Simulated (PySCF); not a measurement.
LiF, SMILES [Li][F]. Atoms are numbered in the order given.

```xyz
2

Li     0.0000     0.0000    -1.1862
F      0.0000     0.0000     0.3954
```

The structure is a stationary point at PBE-D3(BJ)/def2-TZVPD.

These are PySCF with PBE0/def2-TZVPD values and carry that method's errors.

Gas-phase values at a fixed geometry.

```yaml
total_energy: -107.35223 hartree
point_group: C∞v
highest_occupied_level: -7.88 eV
lowest_empty_level: -1.05 eV
orbital_gap: 6.83 eV
dipole_moment: 6.31 D
quadrupole, principal values (traceless, Buckingham form, about the centre of nuclear charge): -3.29, -3.29, 6.57 D·Å
mean_static_polarisability: 9.7 bohr³ (1.44 Å³)
polarisability_principal_values: 9.5, 9.5, 10.0 bohr³
```
